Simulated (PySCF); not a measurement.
Match the calculated data to a structure.

All candidates are C4H7PS.

- 1H NMR: chemical shifts (computed TMS as zero) by class: 6.95 (1 H), 2.39 (6 H) ppm [GIAO PBE0/pcSseg-1]
- UV, strongest line: among the 8 lowest singlet transitions: S6 at 5.81 eV (213 nm, f = 0.097) [TDDFT wB97X-D/def2-SVPD]
- Rotational structure: rotational constants A, B, C: 3.440, 1.532, 1.188 GHz [GFN2-xTB]
- Polarisability: 94.9 au [wB97X-D/def2-SVPD]
- 13C NMR: chemical shifts (computed TMS as zero) by class: 159.4 (2 C), 12.9 (2 C) ppm [GIAO PBE0/pcSseg-1]
- NMR, other nuclei: isotropic shieldings of nuclei other than C and H, by class: 458 (1 P), 783 (1 S) ppm [GIAO PBE0/pcSseg-1]

The electronic properties come from PySCF, for the isolated species, density fitting. Levels stand in brackets. Isolated species at its GFN2-xTB geometry, gas phase. Each NMR value is the plain mean over a class of atoms that symmetry, rotation or inversion makes alike.

Question: Which candidate is it?
A. `C=C[PH](=S)C=C`
B. `CC1=C(C)[PH]1=S`
C. `CCC1=C[P@@H]1=S`

Answer: B. It is `CC1=C(C)[PH]1=S`. Numbering: `[CH3:1][C:2]1=[C:3]([CH3:4])[PH:5]1=[S:6]`. 4 carbons fall into 2 classes; from least to most shielded: fully substituted alkene carbon [C2/C3] (159.4 ppm, 2 C), allylic carbon [C1/C4] (12.9 ppm, 2 C). Hydrogen classes from least to most shielded: 1 H on a phosphorus bonded to 2 C, S and H, P5 (6.95 ppm), 6 H on 2 allylic carbons, C1/C4 (2.39 ppm). The other shieldings belong to: 458 ppm, phosphorus bonded to 2 C, S and H [P5]; 783 ppm, sulfur bonded to P [S6]. The optimised geometry has point group Cs and is an asymmetric top.

The others, at the same levels:
- `CCC1=C[P@@H]1=S` fails: it has 4 carbon classes against 2; its computed 13C shifts are 177.4 (1 C), 147.3 (1 C), 26.2 (1 C), 12.9 (1 C) ppm, 1H shifts are 8.65 (1 H), 7.13 (1 H), 2.94 (1 H), 2.65 (1 H), 1.35 (3 H) ppm and rotational constant A is 6.623 GHz (against 3.440 GHz).
- `C=C[PH](=S)C=C` fails: its computed 13C shifts are 144.7 (2 C), 133.4 (2 C) ppm, 1H shifts are 7.23 (1 H), 6.40 (2 H), 6.07 (2 H), 6.03 (2 H) ppm and rotational constant A is 2.346 GHz (against 3.440 GHz).

Each candidate is one conformer, not necessarily the lowest. Dipoles, sizes and rotational constants follow the conformer. The torsions of the flexible species, by atom-mapped SMILES:
- `[CH3:1][CH2:2][C:3]1=[CH:4][P@@H:5]1=[S:6]`: C1–C2–C3–C4 -1°
- `[CH2:1]=[CH:2][PH:3](=[S:4])[CH:5]=[CH2:6]`: C1–C2–P3–S4 114°, C2–P3–C5–C6 121°
